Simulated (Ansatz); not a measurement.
# Down a group: vertical ionisation energies of HBF, HAlF

Ansatz 0.2.0, functionals in def2-QZVPP, HF, MP2 and coupled cluster extrapolated from def2-TZVPP and def2-QZVPP (exp(−7.88 √X), X^−2.97); geometries are PBE0/def2-TZVP minima. Wave-function levels freeze the cores; HF, MP2 and coupled cluster are restricted for singlets and unrestricted otherwise, Kohn–Sham unrestricted where that lies lower. The best estimate adds to that CCSD(T) limit the step from CCSD(T) to the highest level run in a smaller set (CCSDT(Q)/cc-pVDZ, CCSDT(Q)/cc-pVTZ). It lacks core correlation, which semilocal and hybrid functionals hold and which counts in their errors here, (a few kJ/mol in atomization energies of light atoms) is good to about 1 kcal/mol where the step is under 0.06 eV, as here, and is no measured value. An error is the level's value less this estimate. Energies are electronic, without zero-point terms. No spin–orbit coupling and no scalar relativity. B2PLYP's MP2 part freezes the cores and isn't at its limit in this set. CCSD(T)'s error is that step with its sign reversed, by construction, and steps from double-zeta sets run high. The species are chosen: bound, without strong static correlation by their natural occupations or amplitudes, in their lowest spin state as far as vertical gaps and like structures tell, with only the lowest ion state computed, and with a ladder that closes on the reference, so errors are smaller than for species at large; levels whose determinant breaks symmetry or spin markedly are left out.

```
      species                                 bonds (Å)                            quantity  symmetry of the states                         reference  value (eV)  error CCSD(T)  error PBE  error B97M-V  error B3LYP  error B2PLYP
 HBF, doublet     B–F 1.301, B–H 1.206, angle at B 121°  vertical ionisation to the singlet                 A' / A'  limit + step to CCSDT(Q)/cc-pVDZ       9.162          0.007      0.015         0.008        0.180         0.018
HAlF, doublet  F–Al 1.656, Al–H 1.607, angle at Al 115°  vertical ionisation to the singlet                 A' / A'  limit + step to CCSDT(Q)/cc-pVTZ       8.490         -0.001      0.002         0.056        0.151         0.017
```

The reference falls from B to Al, by 0.672 eV in all.
